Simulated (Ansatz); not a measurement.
# r2SCAN/6-31G(d) (spherical functions) run of C4H6 (1,3-butadiene)

Aim: the vertical ionisation energy of C4H6 (1,3-butadiene) at r2SCAN/6-31G* (spherical functions), from 2 runs. 

Program for the calculation: Ansatz 0.2.0.

32 further runs of the same task are left out: 32 set aside as unsound or not needed.

## 1. The system as given

C4H6 has 10 atoms, charge 0, and is taken as a singlet. SMILES: `C=CC=C`. The coordinates come from a PBE0-D4/def2-TZVP relaxation. This is one conformer, not always the lowest.

Bond lengths: C1–C2 1.332 Å, C2–C3 1.449 Å, C3–C4 1.332 Å, C1–H5 1.085 Å, C1–H6 1.083 Å, C2–H7 1.088 Å, C3–H8 1.088 Å, C4–H9 1.085 Å, C4–H10 1.083 Å. Some angles: C1–C2–C3 124.1°, C2–C3–C4 124.1°, C1–C2–H7 119.5°, C3–C2–H7 116.4°, C2–C1–H5 121.2°, C2–C1–H6 121.7°, C2–C3–H8 116.4°, C4–C3–H8 119.5°, C3–C4–H9 121.2°, C3–C4–H10 121.7°.

## 2. The energy at r2SCAN/6-31G(d) (spherical functions)

run.yaml reads:

```yaml
crystal:
  periodic: [false, false, false]
  atoms:
    - {symbol: C, position_ang: [-1.238700, 0.817200, -1.071400]}
    - {symbol: C, position_ang: [-0.552400, 0.453400, 0.010700]}
    - {symbol: C, position_ang: [0.569100, -0.463500, -0.010200]}
    - {symbol: C, position_ang: [1.255300, -0.827500, 1.072000]}
    - {symbol: H, position_ang: [-0.984700, 0.433100, -2.054200]}
    - {symbol: H, position_ang: [-2.072000, 1.506400, -1.011400]}
    - {symbol: H, position_ang: [-0.830800, 0.855200, 0.982800]}
    - {symbol: H, position_ang: [0.847600, -0.865200, -0.982300]}
    - {symbol: H, position_ang: [1.001000, -0.443600, 2.054900]}
    - {symbol: H, position_ang: [2.088600, -1.516600, 1.012000]}
basis:
  gaussian:
    orbitals: 6-31G_st_-spherical.json
hamiltonian:
  xc: r2scan
accuracy: high
output:
  orbitals: {seedname: orbitals}
```

The basis set 6-31G* is read from a file made from the Basis Set Exchange's data (not shown).

Started as:

```
$ ansatz run run.yaml --threads 1 --pin off --max-ram 3480MiB --events-out events.jsonl --progress --plain --runs-dir runs
```

Standard output:

```text
Warning: RAYON_NUM_THREADS=1 ignored (pool sized by the plan → 1); use --threads N
Functional definition: r2SCAN
  name "r2SCAN"
  parameter k0 = 0.174
  parameter k1 = 0.065
  parameter a1 = 4.9479
  exchange = r2scan_x(k0 = k0, k1 = k1, a1 = a1)
  correlation = r2scan_c
1656 factors; integrals over basis functions are off by at most 3.0e-9 eV
mean field evaluation 1: about -4235.5464 eV, gradient 4.8e1 eV
mean field evaluation 2: about -4234.6398 eV, gradient 5.1e1 eV
mean field evaluation 4: about -4241.6333 eV, gradient 3.1e0 eV
mean field evaluation 8: about -4241.6517 eV, gradient 4.7e-2 eV
mean field evaluation 16: about -4241.6517 eV, gradient 5.7e-7 eV
mean field -4241.65165851 eV, -155.8778233555 hartree, gradient 1.4e-8 eV, S^2 0.000000; 0 other end points of the search recorded, 0 dependent functions left out
reference -4241.65165902 eV, -155.8778233742 hartree; 15, 15 occupied and 53, 53 virtual orbitals, 1656 factors
Total energy: -4241.65165902 eV, -155.8778233742 hartree
```

It took 7.8 s on 1 thread of Arm Neoverse V2, shared host; peak memory 0.23 GiB.

## 3. The doublet cation at the same level

input.yaml reads:

```yaml
crystal:
  periodic: [false, false, false]
  atoms:
    - {symbol: C, position_ang: [-1.238700, 0.817200, -1.071400]}
    - {symbol: C, position_ang: [-0.552400, 0.453400, 0.010700]}
    - {symbol: C, position_ang: [0.569100, -0.463500, -0.010200]}
    - {symbol: C, position_ang: [1.255300, -0.827500, 1.072000]}
    - {symbol: H, position_ang: [-0.984700, 0.433100, -2.054200]}
    - {symbol: H, position_ang: [-2.072000, 1.506400, -1.011400]}
    - {symbol: H, position_ang: [-0.830800, 0.855200, 0.982800]}
    - {symbol: H, position_ang: [0.847600, -0.865200, -0.982300]}
    - {symbol: H, position_ang: [1.001000, -0.443600, 2.054900]}
    - {symbol: H, position_ang: [2.088600, -1.516600, 1.012000]}
basis:
  gaussian:
    orbitals: 6-31G_st_-spherical.json
total_charge: 1
magnetization:
  spin_polarized: true
  initial_magnetization: 1
hamiltonian:
  xc: r2scan
accuracy: high
output:
  orbitals: {seedname: orbitals}
```

The basis set 6-31G* is read from a file made from the Basis Set Exchange's data (not shown).

Started as:

```
$ ansatz run input.yaml --threads 1 --pin off --max-ram 3480MiB --events-out events.jsonl --progress --plain --runs-dir runs
```

Standard output, shortened:

```text
Warning: RAYON_NUM_THREADS=1 ignored (pool sized by the plan → 1); use --threads N
[... 7 set-up lines as earlier in the session ...]
1656 factors; integrals over basis functions are off by at most 3.0e-9 eV
mean field evaluation 1: about -4225.0064 eV, gradient 3.8e1 eV
mean field evaluation 2: about -4223.9312 eV, gradient 4.1e1 eV
mean field evaluation 4: about -4233.0010 eV, gradient 1.9e0 eV
mean field evaluation 8: about -4233.0139 eV, gradient 1.4e-1 eV
mean field evaluation 16: about -4233.0142 eV, gradient 3.8e-5 eV
mean field -4233.01423919 eV, -155.5604040501 hartree, gradient 3.3e-8 eV, S^2 0.773455; 0 other end points of the search recorded, 0 dependent functions left out
reference -4233.01424026 eV, -155.5604040894 hartree; 15, 14 occupied and 53, 54 virtual orbitals, 1656 factors
Total energy: -4233.01424026 eV, -155.5604040894 hartree
```

Wall time 13 s (1 thread of Arm Neoverse V2, shared host); peak memory 0.36 GiB.

## 4. Outcome

At r2SCAN/6-31G* (spherical functions):

```
                                          quantity          value
                        singlet C4H6: total energy  -155.87782 Eh
                         singlet C4H6: HOMO energy       -5.70 eV
                         singlet C4H6: LUMO energy       -1.26 eV
                       singlet C4H6: HOMO–LUMO gap        4.44 eV
                      doublet cation: total energy  -155.56040 Eh
doublet cation: HOMO energy (highest over α and β)      -13.37 eV
 doublet cation: LUMO energy (lowest over α and β)      -11.53 eV
                              doublet cation: ⟨S²⟩          0.773
vertical ionisation energy (to the doublet cation)       8.637 eV
```

In words: The vertical ionisation energy comes to 8.64 eV (833 kJ/mol). −ε(HOMO) before ionisation, 5.70 eV, is 2.93 eV below this ionisation energy.
